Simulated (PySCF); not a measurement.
PySCF input (M06-2X/6-31G* (5d)):

```python
from pyscf import gto, dft

mol = gto.M(
    atom='''
    O     1.15064415    0.27323898    0.38198658
    C     0.02389777    0.31049500   -0.18794480
    H    -0.18242979    1.19605197   -0.85698703
    C    -1.03824297   -0.56806862   -0.13806164
    H    -0.99655321   -1.47240569    0.46326975
    H    -1.94009899   -0.36411639   -0.70613676
    ''',
    basis='6-31g*',
    charge=-1,
    spin=0,
    verbose=4,
)

mf = dft.RKS(mol, xc='m062x')
mf.grids.level = 4
mf.conv_tol = 1e-9
mf.max_cycle = 100
mf.max_memory = 1500
mf.kernel()
if not mf.converged:
    mf = mf.newton()
    mf.kernel(mf.make_rdm1())
mf.dip_moment()
```

Output:

```
PySCF version 2.14.0

[INPUT] verbose = 4
[INPUT] num. atoms = 6
[INPUT] num. electrons = 24
[INPUT] charge = -1
[INPUT] spin (= nelec alpha-beta = 2S) = 0
[INPUT] symmetry False subgroup None
[INPUT] Mole.unit = angstrom
[INPUT] Symbol           X                Y                Z      unit          X                Y                Z       unit  Magmom
[INPUT]  1 O      1.150644150000   0.273238980000   0.381986580000 AA    2.174402310333   0.516346838756   0.721850019459 Bohr   0.0
[INPUT]  2 C      0.023897770000   0.310495000000  -0.187944800000 AA    0.045160240288   0.586750513047  -0.355164198536 Bohr   0.0
[INPUT]  3 H     -0.182429790000   1.196051970000  -0.856987030000 AA   -0.344742340062   2.260210654047  -1.619470779004 Bohr   0.0
[INPUT]  4 C     -1.038242970000  -0.568068620000  -0.138061640000 AA   -1.961994864055  -1.073494111760  -0.260898687908 Bohr   0.0
[INPUT]  5 H     -0.996553210000  -1.472405690000   0.463269750000 AA   -1.883212635456  -2.782443498351   0.875452949296 Bohr   0.0
[INPUT]  6 H     -1.940098990000  -0.364116390000  -0.706136760000 AA   -3.666255745645  -0.688080254565  -1.334405082888 Bohr   0.0

nuclear repulsion = 63.1823549263726
number of shells = 24
number of NR pGTOs = 93
number of NR cGTOs = 48
basis = 6-31g*
ecp = {}

******** <class 'pyscf.dft.rks.RKS'> ********
method = RKS
initial guess = minao
damping factor = 0
level_shift factor = 0
DIIS = <class 'pyscf.scf.diis.CDIIS'>
diis_start_cycle = 1
diis_space = 8
diis_damp = 0
SCF conv_tol = 1e-09
SCF conv_tol_grad = None
SCF max_cycles = 100
direct_scf = True
direct_scf_tol = 1e-13
XC library pyscf.dft.libxc version 7.1.2
    S. Lehtola, C. Steigemann, M. J. T. Oliveira, and M. A. L. Marques,  SoftwareX 7, 1–5 (2018)
XC functionals = m062x
    Y. Zhao and D. G. Truhlar,  Theor. Chem. Acc. 120, 215 (2008)
    Y. Zhao and D. G. Truhlar,  Theor. Chem. Acc. 120, 215 (2008)
radial grids:
    Treutler-Ahlrichs [JCP 102, 346 (1995); DOI:10.1063/1.469408] (M4) radial grids

becke partition: Becke, JCP 88, 2547 (1988); DOI:10.1063/1.454033
pruning grids: <function nwchem_prune>
grids dens level: 4
symmetrized grids: False
atomic radii adjust function: <function treutler_atomic_radii_adjust>
small_rho_cutoff = 0
Set gradient conv threshold to 3.16228e-05
Initial guess from minao.
tot grids = 132600
init E= -153.353092416482
  HOMO = -0.253072846825587  LUMO = 0.00343344270843771  gap/eV = 6.97989
cycle= 1 E= -152.989148003098  delta_E= 0.364  |g|= 0.801  |ddm|= 2.28
  HOMO = 0.159856269485528  LUMO = 0.386229484265269  gap/eV = 6.15993
cycle= 2 E= -152.851575185997  delta_E= 0.138  |g|= 1.18  |ddm|= 2.52
  HOMO = 0.0321594434070307  LUMO = 0.370692170634157  gap/eV = 9.21194
cycle= 3 E= -153.126671366627  delta_E= -0.275  |g|= 0.145  |ddm|= 1.71
  HOMO = 0.0035532003643195  LUMO = 0.350816834673749  gap/eV = 9.44952
cycle= 4 E= -153.13160405855  delta_E= -0.00493  |g|= 0.0417  |ddm|= 0.156
  HOMO = 0.00763676826406545  LUMO = 0.353650671481578  gap/eV = 9.41552
cycle= 5 E= -153.132025792974  delta_E= -0.000422  |g|= 0.011  |ddm|= 0.0521
  HOMO = 0.00812582687198748  LUMO = 0.355430892818791  gap/eV = 9.45065
cycle= 6 E= -153.132057501725  delta_E= -3.17e-05  |g|= 0.00372  |ddm|= 0.0124
  HOMO = 0.00800940055046295  LUMO = 0.35501971225649  gap/eV = 9.44263
cycle= 7 E= -153.132061604939  delta_E= -4.1e-06  |g|= 0.000789  |ddm|= 0.0084
  HOMO = 0.0080940273519281  LUMO = 0.355032624611257  gap/eV = 9.44068
cycle= 8 E= -153.132061899057  delta_E= -2.94e-07  |g|= 0.000142  |ddm|= 0.00311
  HOMO = 0.00811014191779824  LUMO = 0.355044444372395  gap/eV = 9.44056
cycle= 9 E= -153.132061909606  delta_E= -1.05e-08  |g|= 2.65e-05  |ddm|= 0.000548
  HOMO = 0.00811200210614915  LUMO = 0.355046460040514  gap/eV = 9.44057
cycle= 10 E= -153.132061909816  delta_E= -2.1e-10  |g|= 5.65e-06  |ddm|= 5.09e-05
  HOMO = 0.00811186794061669  LUMO = 0.355046304343023  gap/eV = 9.44057
Extra cycle  E= -153.132061909815  delta_E= 4.83e-13  |g|= 6.71e-06  |ddm|= 1.18e-05
converged SCF energy = -153.132061909815

WARN: System has nonzero charge -1; the dipole moment is origin-dependent.
Location of origin: [0. 0. 0.]

Dipole moment(X, Y, Z, Debye): -1.21146,  0.15051, -0.68376
```

The dipole moment of an ion depends on the origin.
